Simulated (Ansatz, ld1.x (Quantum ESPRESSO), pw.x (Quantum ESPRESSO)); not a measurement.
From atom to crystal: RRKJ potential for vanadium

vanadium, norm-conserving RRKJ (Kleinman–Bylander form), made with ld1.x (Quantum ESPRESSO) 7.5 (PBEsol, scalar-relativistic). Core [Ar], reference 3d3 4s2 4p0. Waves: 4p (bound, empty): rc 3.75 bohr; 3d (bound): rc 2.40 bohr; 4s (bound): rc 2.55 bohr. Local part: the s channel. Core correction: Bessel-smoothed model core inside 1.60 bohr.

Atomic tests: cutoffs needed: 30 Ry and 40 Ry (the cutoffs (Ry, on a coarse ladder) from which the occupation-weighted sum of valence levels, in a spherical-Bessel basis at the reference potential, stays within 10 and 1 mRy of its value at 400 Ry); ghost test: no extra level below or beside the all-electron valence levels (p, d, s, f tested) (spherical-Bessel basis up to 400 Ry, 20 bohr box); configuration tests: 1 of 7 tests not solved or not reliable.

Crystal test: bcc V in pw.x 7.5, no spin, 16³ k-points, Fermi–Dirac smearing 0.01 Ry, cutoffs 50/200 Ry. The reference is all-electron LAPW (Ansatz 0.2.0) with the same functional, mesh and smearing; V0 and B0 come from Birch–Murnaghan fits to the pressures at five volumes. Errors are pseudo minus all-electron; Δ is the rms difference of the E(V) curves that follow from these fits, minima aligned, over ±6 % about the mean V0. Mesh and smearing are coarse, so the numbers serve the comparison and aren't converged zero-temperature values; the lattice is a test structure that the element need not adopt.

```
V (Å³/atom)  P all-electron (GPa)  P pseudo (GPa)
     12.276                 12.20           30.09
     12.599                  6.29           22.91
     12.922                  1.03           16.47
     13.245                 -3.64           10.70
     13.568                 -7.79            5.53
```

All-electron: a0 = 2.962 Å (V0 = 12.99 Å³/atom), B0 = 194.1 GPa.

Pseudopotential: mean pressure error (GPa): +15.52. The pressure does not cross zero within the volumes sampled, so no fit is given. The largest radius (3.75 bohr) exceeds half the bond length (2.42 bohr), so the spheres overlap, which is one possible source of error among others. This is a poor potential for the solid. Atomic configuration tests: 1 of 7 tests not solved or not reliable.

Q: At the middle volume, how do free energy and pressure move when the wave cutoff is lowered (ecutrho kept at four times it)?

A:

```
cutoff (Ry)  shift of F (meV/atom)  shift of P (GPa)
         22                +2642.9           -173.08
         30                  +64.7             -8.79
         40                  +13.9             -0.86
```

Input at the middle volume:

```
&control
  calculation='scf', prefix='x', pseudo_dir='./', outdir='./tmp', tstress=.true., disk_io='none'
/
&system
  ibrav=0, nat=1, ntyp=1, ecutwfc=50, ecutrho=200, nbnd=9,
  occupations='smearing', smearing='fd', degauss=0.01
/
&electrons
  conv_thr=1e-09, mixing_beta=0.4, electron_maxstep=70
/
ATOMIC_SPECIES
V 1.0 V.UPF
CELL_PARAMETERS angstrom
  -1.47827959 1.47827959 1.47827959
  1.47827959 -1.47827959 1.47827959
  1.47827959 1.47827959 -1.47827959
ATOMIC_POSITIONS crystal
V 0.0000 0.0000 0.0000
K_POINTS automatic
16 16 16 0 0 0
```

```bash
pw.x < V.scf.in > V.scf.out
```

Lines of the output:

```
Message from routine setup:
     using ibrav=0 with symmetry is DISCOURAGED, use correct ibrav instead
     lattice parameter (alat)  =       4.8386  a.u.
     unit-cell volume          =      87.2020 (a.u.)^3
     number of electrons       =         5.00
     number of Kohn-Sham states=            9
     kinetic-energy cutoff     =      50.0000  Ry
     charge density cutoff     =     200.0000  Ry
     scf convergence threshold =      1.0E-09
     Exchange-correlation= PBESOL
     number of k points=   145  Fermi-Dirac smearing, width (Ry)=  0.0100
     iteration #  1     ecut=    50.00 Ry     beta= 0.40
     total energy              =     -23.13868697 Ry
     estimated scf accuracy    <       0.02454955 Ry
     iteration #  2     ecut=    50.00 Ry     beta= 0.40
     total energy              =     -23.14016595 Ry
     estimated scf accuracy    <       0.00203641 Ry
     iteration #  3     ecut=    50.00 Ry     beta= 0.40
     total energy              =     -23.14049532 Ry
     estimated scf accuracy    <       0.00012708 Ry
     iteration #  4     ecut=    50.00 Ry     beta= 0.40
     total energy              =     -23.14049778 Ry
     estimated scf accuracy    <       0.00000144 Ry
     iteration #  5     ecut=    50.00 Ry     beta= 0.40
     total energy              =     -23.14049807 Ry
     estimated scf accuracy    <       0.00000002 Ry
     iteration #  6     ecut=    50.00 Ry     beta= 0.40
     total energy              =     -23.14049807 Ry
     estimated scf accuracy    <       0.00000001 Ry
     iteration #  7     ecut=    50.00 Ry     beta= 0.40
     the Fermi energy is    11.9540 ev
!    total energy              =     -23.14049807 Ry
     estimated scf accuracy    <          1.6E-11 Ry
     smearing contrib. (-TS)   =      -0.00714757 Ry
     The total energy is F=E-TS. E is the sum of the following terms:
     one-electron contribution =       8.84393458 Ry
     hartree contribution      =       0.43019775 Ry
     xc contribution           =     -16.12335578 Ry
     ewald contribution        =     -16.28412705 Ry
     convergence has been achieved in   7 iterations
          total   stress  (Ry/bohr**3)                   (kbar)     P=      164.70
     Message from routine punch:
     Nothing written, as per user request (disk_io='none')
```

The run at the middle volume (145 k-points, 7 iterations) took about 8.4 s on one core of a shared host (Neoverse-V1, 32 threads, 247 GiB, load 25).
